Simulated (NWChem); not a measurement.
All runs are NWChem calculations. System: sulfur dioxide (O$_{2}$S), charge 0, spin multiplicity 1, at a geometry optimised with PBE0/def2-SVP. Level: TD-B3LYP/def2-SVPD, VWN1-RPA local correlation.

The NWChem input:

```
start mol
memory heap 200 mb stack 900 mb global 1100 mb
geometry units angstroms nocenter noautoz
  O      1.250381     0.000000    -0.371341
  S      0.000000     0.000000     0.371341
  O     -1.250381     0.000000    -0.371341
  symmetry group C2v
end
basis spherical
  * library def2-svpd
end
dft
  xc b3lyp
  semidirect memsize 60000000 filesize 0
  iterations 100
end
tddft
  rpa
  nroots 5
  notriplet
  thresh 1e-4
end
task tddft energy
```

NWChem printed:

```
             Northwest Computational Chemistry Package (NWChem) 7.3.0
             --------------------------------------------------------

                                NWChem Input Module
                                -------------------

 Scaling coordinates for geometry "geometry" by  1.889725989
 (inverse scale =  0.529177249)

 Turning off AUTOSYM since
 SYMMETRY directive was detected!

                             Geometry "geometry" -> ""
                             -------------------------

 Output coordinates in angstroms (scale by  1.889725989 to convert to a.u.)

  No.       Tag          Charge          X              Y              Z
 ---- ---------------- ---------- -------------- -------------- --------------
    1 O                    8.0000     1.25038100     0.00000000    -0.37134100
    2 S                   16.0000     0.00000000     0.00000000     0.37134100
    3 O                    8.0000    -1.25038100     0.00000000    -0.37134100

 Effective nuclear repulsion energy (a.u.)     106.6928283177

            Nuclear Dipole moment (a.u.)
            ----------------------------
        X                 Y               Z
 ---------------- ---------------- ----------------
     0.0000000000     0.0000000000     0.0000000000

      Symmetry information
      --------------------

 Group name             C2v
 Group number             16
 Group order               4
 No. of unique centers     2

      Symmetry unique atoms

     1    2


 Summary of "ao basis" -> "" (spherical)
 ------------------------------------------------------------------------------
       Tag                 Description            Shells   Functions and Types
 ---------------- ------------------------------  ------  ---------------------
 *                         def2-svpd                  on all atoms

                                 NWChem DFT Module
                                 -----------------

 Summary of "ao basis" -> "ao basis" (spherical)
 ------------------------------------------------------------------------------
       Tag                 Description            Shells   Functions and Types
 ---------------- ------------------------------  ------  ---------------------
 O                         def2-svpd                 9       23   4s3p2d
 S                         def2-svpd                11       27   5s4p2d

 Summary of "ao basis" -> "ao basis" (spherical)
 ------------------------------------------------------------------------------
       Tag                 Description            Shells   Functions and Types
 ---------------- ------------------------------  ------  ---------------------
 O                         def2-svpd                 9       23   4s3p2d
 S                         def2-svpd                11       27   5s4p2d

      Symmetry analysis of basis
      --------------------------

        a1         29
        a2          9
        b1         22
        b2         13

            General Information
            -------------------
          SCF calculation type: DFT
          Wavefunction type:  closed shell.
          No. of atoms     :     3
          No. of electrons :    32
           Alpha electrons :    16
            Beta electrons :    16
          Charge           :     0
          Spin multiplicity:     1
          Use of symmetry is: off; symmetry adaption is: on
          Maximum number of iterations: 100
          AO basis - number of functions:    73
                     number of shells:    29
          Convergence on energy requested:  1.00D-06
          Convergence on density requested:  1.00D-05
          Convergence on gradient requested:  5.00D-04

              XC Information
              --------------
                         B3LYP Method XC Potential
                     Hartree-Fock (Exact) Exchange  0.200
                        Slater Exchange Functional  0.800 local
                    Becke 1988 Exchange Functional  0.720 non-local
              Lee-Yang-Parr Correlation Functional  0.810
                  VWN I RPA Correlation Functional  0.190 local

             Grid Information
             ----------------
          Grid used for XC integration:  medium
          Radial quadrature: Mura-Knowles
          Angular quadrature: Lebedev.
          Tag              B.-S. Rad. Rad. Pts. Rad. Cut. Ang. Pts.
          ---              ---------- --------- --------- ---------
          O                   0.60       49          10.0       434
          S                   1.00       88           9.0       590
          Grid pruning is: on
          Number of quadrature shells:   186
          Spatial weights used:  Erf1

          Convergence Information
          -----------------------
          Convergence aids based upon iterative change in
          total energy or number of iterations.
          Levelshifting, if invoked, occurs when the
          HOMO/LUMO gap drops below (HL_TOL):  1.00D-02
          DIIS, if invoked, will attempt to extrapolate
          using up to (NFOCK): 10 stored Fock matrices.

                    Damping( 0%)  Levelshifting(0.5)       DIIS
                  --------------- ------------------- ---------------
          dE  on:    start            ASAP                start
          dE off:    2 iters        100 iters           100 iters

      Screening Tolerance Information
      -------------------------------
          Density screening/tol_rho:  1.00D-10
          AO Gaussian exp screening on grid/accAOfunc:  14
          CD Gaussian exp screening on grid/accCDfunc:  20
          XC Gaussian exp screening on grid/accXCfunc:  20
[...]
     -   - - -        -----         -----         ----         -------
     0   0 0 0     -0.000000    -16.000000    -16.000000     32.000000

     1   1 0 0      0.000000      0.000000      0.000000      0.000000
     1   0 1 0      0.000000      0.000000      0.000000      0.000000
     1   0 0 1      0.707626      0.353813      0.353813      0.000000

     2   2 0 0    -20.441977    -54.886508    -54.886508     89.331039
     2   1 1 0      0.000000      0.000000      0.000000      0.000000
     2   1 0 1      0.000000      0.000000      0.000000      0.000000
     2   0 2 0    -15.830930     -7.915465     -7.915465      0.000000
     2   0 1 1     -0.000000     -0.000000     -0.000000      0.000000
     2   0 0 2    -17.244670    -16.501196    -16.501196     15.757723

                                NWChem TDDFT Module
                                -------------------

            General Information
            -------------------
           No. of orbitals :     146
            Alpha orbitals :      73
             Beta orbitals :      73
        Alpha frozen cores :       0
         Beta frozen cores :       0
     Alpha frozen virtuals :       0
      Beta frozen virtuals :       0
         Spin multiplicity :       1
    Number of AO functions :      73
        Use of symmetry is : off
      Symmetry adaption is : on
         Schwarz screening :  0.10D-07

              XC Information
              --------------
                  B3LYP Method XC Potential
              Hartree-Fock (Exact) Exchange   0.20
                 Slater Exchange Functional   0.80 local
             Becke 1988 Exchange Functional   0.72 non-local
       Lee-Yang-Parr Correlation Functional   0.81
           VWN I RPA Correlation Functional   0.19 local

             TDDFT Information
             -----------------
          Calculation type : TDDFT
         Wavefunction type : Restricted singlets
          No. of electrons :      32
           Alpha electrons :      16
            Beta electrons :      16
              No. of roots :       5
          Max subspacesize :    5000
            Max iterations :     100
               Target root :       1
           Target symmetry : none
      Symmetry restriction : off
                 Algorithm : Optimal
        Davidson threshold :  0.10D-03

            Memory Information
            ------------------
          Available GA space size is         144173871 doubles
          Available MA space size is          50656252 doubles
          Length of a trial vector is          912
          Algorithm : Incore multiple tensor contraction
          Estimated peak GA usage is          18483596 doubles
          Estimated peak MA usage is             18000 doubles

    5 smallest eigenvalue differences (eV)
--------------------------------------------------------
  No. Spin  Occ  Vir  Irrep   E(Occ)    E(Vir)   E(Diff)
--------------------------------------------------------
    1    1   16   17 b2       -0.348    -0.150     5.390
    2    1   15   17 a2       -0.373    -0.150     6.061
    3    1   14   17 b1       -0.388    -0.150     6.476
    4    1   16   18 a1       -0.348    -0.001     9.447
    5    1   13   17 b2       -0.506    -0.150     9.682
--------------------------------------------------------

  Entering Davidson iterations
  Restricted singlet excited states

  Iter   NTrls   NConv    DeltaV     DeltaE      Time
  ----  ------  ------  ---------  ---------  ---------
    1      5       0     0.56E+00   0.10+100        2.8
    2     15       0     0.92E-01   0.69E-01        3.9
    3     25       0     0.28E-01   0.41E-02        3.9
    4     35       0     0.96E-02   0.31E-03        3.8
    5     45       2     0.31E-02   0.32E-04        3.8
    6     51       2     0.10E-02   0.39E-05        2.9
    7     57       3     0.37E-03   0.33E-06        2.9
    8     61       4     0.15E-03   0.35E-07        2.3
    9     63       5     0.65E-04   0.46E-08        1.8
  ----  ------  ------  ---------  ---------  ---------
  Convergence criterion met

  Ground state a1       -548.382968767824 a.u.

  ----------------------------------------------------------------------------
  Root   1 singlet b2             0.143704552 a.u.                3.9104 eV
  ----------------------------------------------------------------------------
     Transition Moments    X  0.00000   Y  0.20240   Z  0.00000
     Transition Moments   XX  0.00000  XY  0.00000  XZ  0.00000
     Transition Moments   YY  0.00000  YZ  1.04671  ZZ  0.00000
     Dipole Oscillator Strength                    0.0039246421
     Electric Quadrupole                           0.0000000173
     Magnetic Dipole                               0.0000021867
     Total Oscillator Strength                     0.0039268461

          sigma_e =   1.4350 Angstrom
          sigma_h =   1.4831 Angstrom
         |d_h->e| =   0.2742 Angstrom
            d_exc =   2.0677 Angstrom
            d_CD1 =   0.3223 Angstrom
            d_CD2 =  -1.1848 Angstrom
            d_CD3 =   2.3419 Angstrom
     Pearson C.C. =   0.0138

     Occ.   13  a1  ---  Virt.   17  b2   0.06022 X
     Occ.   16  a1  ---  Virt.   17  b2   0.99813 X
     Occ.   16  a1  ---  Virt.   17  b2  -0.06382 Y
  ----------------------------------------------------------------------------
  Root   2 singlet a2             0.156447999 a.u.                4.2572 eV
  ----------------------------------------------------------------------------
     Transition Moments    X -0.00000   Y -0.00000   Z -0.00000
     Transition Moments   XX -0.00000  XY  0.12782  XZ -0.00000
     Transition Moments   YY -0.00000  YZ -0.00000  ZZ -0.00000
     Dipole Oscillator Strength                    0.0000000000
     Electric Quadrupole                           0.0000000003
     Magnetic Dipole                               0.0000003393
     Total Oscillator Strength                     0.0000003396

          sigma_e =   1.4300 Angstrom
          sigma_h =   1.4912 Angstrom
         |d_h->e| =   0.4086 Angstrom
            d_exc =   2.0929 Angstrom
            d_CD1 =   0.4698 Angstrom
            d_CD2 =  -1.0520 Angstrom
            d_CD3 =   2.5015 Angstrom
     Pearson C.C. =   0.0129

     Occ.   15  b1  ---  Virt.   17  b2   0.99945 X
  ----------------------------------------------------------------------------
  Root   3 singlet b1             0.227052844 a.u.                6.1784 eV
  ----------------------------------------------------------------------------
     Transition Moments    X -0.63204   Y  0.00000   Z  0.00000
     Transition Moments   XX  0.00000  XY  0.00000  XZ  0.94369
     Transition Moments   YY  0.00000  YZ  0.00000  ZZ  0.00000
     Dipole Oscillator Strength                    0.0604686952
     Electric Quadrupole                           0.0000000555
     Magnetic Dipole                               0.0000000655
     Total Oscillator Strength                     0.0604688162

          sigma_e =   1.5034 Angstrom
          sigma_h =   1.4551 Angstrom
         |d_h->e| =   0.4783 Angstrom
            d_exc =   2.1292 Angstrom
            d_CD1 =   0.5266 Angstrom
            d_CD2 =  -1.0010 Angstrom
            d_CD3 =   2.6075 Angstrom
     Pearson C.C. =   0.0166

     Occ.   14  a2  ---  Virt.   17  b2  -0.93847 X
     Occ.   14  a2  ---  Virt.   17  b2   0.09755 Y
     Occ.   15  b1  ---  Virt.   18  a1  -0.21707 X
     Occ.   15  b1  ---  Virt.   19  a1   0.06901 X
     Occ.   15  b1  ---  Virt.   22  a1   0.08623 X
     Occ.   15  b1  ---  Virt.   27  a1  -0.07395 X
     Occ.   15  b1  ---  Virt.   31  a1  -0.05485 X
     Occ.   16  a1  ---  Virt.   20  b1   0.19302 X
     Occ.   16  a1  ---  Virt.   23  b1   0.13121 X
  ----------------------------------------------------------------------------
  Root   4 singlet b2             0.295878809 a.u.                8.0513 eV
  ----------------------------------------------------------------------------
     Transition Moments    X  0.00000   Y  0.10792   Z  0.00000
     Transition Moments   XX  0.00000  XY  0.00000  XZ  0.00000
     Transition Moments   YY  0.00000  YZ  0.69863  ZZ  0.00000
     Dipole Oscillator Strength                    0.0022972408
     Electric Quadrupole                           0.0000000673
     Magnetic Dipole                               0.0000005497
     Total Oscillator Strength                     0.0022978579

          sigma_e =   1.4338 Angstrom
          sigma_h =   1.4150 Angstrom
         |d_h->e| =   0.1301 Angstrom
            d_exc =   2.0140 Angstrom
            d_CD1 =   0.1490 Angstrom
            d_CD2 =  -1.2943 Angstrom
            d_CD3 =   2.1441 Angstrom
     Pearson C.C. =   0.0046

     Occ.   13  a1  ---  Virt.   17  b2  -0.99411 X
     Occ.   14  a2  ---  Virt.   20  b1   0.06021 X
     Occ.   16  a1  ---  Virt.   17  b2   0.05879 X
  ----------------------------------------------------------------------------
  Root   5 singlet a1             0.305027347 a.u.                8.3002 eV
  ----------------------------------------------------------------------------
     Transition Moments    X -0.00000   Y -0.00000   Z  0.45841
     Transition Moments   XX -0.25362  XY -0.00000  XZ -0.00000
     Transition Moments   YY -1.20550  YZ -0.00000  ZZ  0.67763
     Dipole Oscillator Strength                    0.0427316173
     Electric Quadrupole                           0.0000001340
     Magnetic Dipole                               0.0000000000
     Total Oscillator Strength                     0.0427317513

          sigma_e =   2.2051 Angstrom
          sigma_h =   1.4827 Angstrom
         |d_h->e| =   0.0661 Angstrom
            d_exc =   2.6572 Angstrom
            d_CD1 =   0.7886 Angstrom
            d_CD2 =  -1.7778 Angstrom
            d_CD3 =   2.7233 Angstrom
     Pearson C.C. =   0.0007

     Occ.   11  b2  ---  Virt.   17  b2   0.05124 X
     Occ.   16  a1  ---  Virt.   18  a1  -0.97369 X
     Occ.   16  a1  ---  Virt.   19  a1   0.18108 X
     Occ.   16  a1  ---  Virt.   22  a1   0.11126 X

              Target root =      1
          Target symmetry = none
      Ground state energy =   -548.382968767824
        Excitation energy =      0.143704551940
     Excited state energy =   -548.239264215885

  stored tddft:energy   -548.23926421588453

 Task  times  cpu:       29.8s     wall:       29.8s

 Total times  cpu:       29.8s     wall:       29.8s
```
